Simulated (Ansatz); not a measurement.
# C₂H₃Si− (SMILES [C-]#[Si]C): single points off equilibrium

How do the functionals fare away from a minimum? The structure is a structure displaced at random from a GFN2-xTB minimum.

Program: Ansatz 0.2.0, Gaussian basis. Level of theory: single points in def2-TZVPPD. These are calculated values, not measurements.

Correlated methods freeze the cores.

### 1 The system as given

SMILES `[C-]#[Si]C`, 6 atoms, charge -1, spin multiplicity 1.

Atoms are counted from 1 here; the program's logs count them from 0.

Bond lengths: C1–Si2 1.675 Å, Si2–C3 1.842 Å, C3–H4 1.024 Å, C3–H5 1.149 Å, C3–H6 1.280 Å. Angles: C1–Si2–C3 165.3°, Si2–C3–H4 116.2°, Si2–C3–H5 124.6°, Si2–C3–H6 116.1°, H4–C3–H5 95.2°, H4–C3–H6 113.9°, H5–C3–H6 86.4°.

As a file:

```xyz
6
C2H3Si
C     0.34680   -2.66650    0.92560
Si    0.18040   -1.03040    0.61000
C    -0.12430    0.61330   -0.16350
H    -0.86000    0.64820   -0.87460
H     0.64770    1.19530   -0.78510
H    -0.12160    1.61790    0.63000
```

### 2 CCSD(T)/def2-TZVPPD

run/in.yaml

```yaml
crystal:
  periodic: [false, false, false]
  atoms:
    - {symbol: C, position_ang: [0.346800, -2.666500, 0.925600]}
    - {symbol: Si, position_ang: [0.180400, -1.030400, 0.610000]}
    - {symbol: C, position_ang: [-0.124300, 0.613300, -0.163500]}
    - {symbol: H, position_ang: [-0.860000, 0.648200, -0.874600]}
    - {symbol: H, position_ang: [0.647700, 1.195300, -0.785100]}
    - {symbol: H, position_ang: [-0.121600, 1.617900, 0.630000]}
basis:
  gaussian: {orbitals: "def2-TZVPPD.json"}
total_charge: -1
correlation: {method: ccsd_t}
output: {forces: true}
```

The basis file named in the input lies beside it (Basis Set Exchange, JSON).

The command line of these runs was not kept.

### 3 PBE0-D4/def2-TZVPPD

Edit run/in.yaml of step 2 so:

```diff
@@ -12,3 +12,3 @@
 total_charge: -1
-correlation: {method: ccsd_t}
-output: {forces: true}
+hamiltonian: {xc: pbe0, dispersion: d4}
+output: {forces: true, orbitals: {seedname: orbitals}}
```

### 4 wB97M-V/def2-TZVPPD

Edit run/in.yaml of step 3 so:

```diff
@@ -12,3 +12,3 @@
 total_charge: -1
-hamiltonian: {xc: pbe0, dispersion: d4}
-output: {forces: true, orbitals: {seedname: orbitals}}
+hamiltonian: {xc: {name: wB97M-V}}
+output: {forces: true}
```

### 5 r2SCAN-D4/def2-TZVPPD

Edit run/in.yaml of step 4 so:

```diff
@@ -12,3 +12,3 @@
 total_charge: -1
-hamiltonian: {xc: {name: wB97M-V}}
+hamiltonian: {xc: r2scan, dispersion: d4}
 output: {forces: true}
```

### 6 PBE-D4/def2-TZVPPD

Edit run/in.yaml of step 5 so:

```diff
@@ -12,3 +12,3 @@
 total_charge: -1
-hamiltonian: {xc: r2scan, dispersion: d4}
+hamiltonian: {xc: pbe, dispersion: d4}
 output: {forces: true}
```

### 7 CAM-B3LYP-D4/def2-TZVPPD

Edit run/in.yaml of step 6 so:

```diff
@@ -12,3 +12,3 @@
 total_charge: -1
-hamiltonian: {xc: pbe, dispersion: d4}
+hamiltonian: {xc: {name: CAM-B3LYP}, dispersion: d4}
 output: {forces: true}
```

### 8 BLYP-D4/def2-TZVPPD

Edit run/in.yaml of step 7 so:

```diff
@@ -12,3 +12,3 @@
 total_charge: -1
-hamiltonian: {xc: {name: CAM-B3LYP}, dispersion: d4}
+hamiltonian: {xc: {name: BLYP}, dispersion: d4}
 output: {forces: true}
```

(Steps that only read results are left out.)

Q: Predict the outcome of this session. Wanted: RMS force component; RMS force error; HOMO and LUMO, PBE0-D4; T1 diagnostic.

**Answer**, as computed:

```
              quantity                                                                                                value
   RMS force component                                                                 1.808 to 1.957 eV/Å over the methods
       RMS force error  PBE0-D4 0.271, wB97M-V 0.397, r2SCAN-D4 0.211, PBE-D4 0.219, CAM-B3LYP-D4 0.443, BLYP-D4 0.219 eV/Å
HOMO and LUMO, PBE0-D4                                                                                    -0.19 and 3.04 eV
         T1 diagnostic                                                                                                0.033
```

**Reading.** For forces r2SCAN-D4 does best and CAM-B3LYP-D4 worst. Frozen-core CCSD(T) forces in triple zeta carry basis errors of their own, and this is one geometry, so small gaps rank nothing. The T1 diagnostic is large here, over the usual mark for main-group molecules (transition-metal compounds often pass it harmlessly), so CCSD(T) itself may be off. The restricted Hartree–Fock reference is unstable towards an unrestricted one at one or more of these structures.
